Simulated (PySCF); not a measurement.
BS, optimised at GFN2-xTB:

```xyz
2

B      0.0035    -0.5879     0.5389
S     -0.0035     0.5879    -0.5389
```

Energies from PySCF (xtb for GFN2), thermal terms from the rigid-rotor harmonic-oscillator model, ideal gas at 1 bar. 6-31G* has spherical d functions here. Open shells (unrestricted): BS (multiplicity 2). GFN2 has no spin-polarisation term. B3LYP is the form with VWN-RPA correlation.

Problem. List the harmonic frequencies (cm⁻¹, unscaled) at this level and at the other levels, each on its own geometry.

Solution. 
- GFN2-xTB: 1332
- B3LYP/6-31G*: 1189
- HF/6-31G*: 1274
- PBE/def2-SVP: 1184
- PBE0/def2-TZVP: 1215
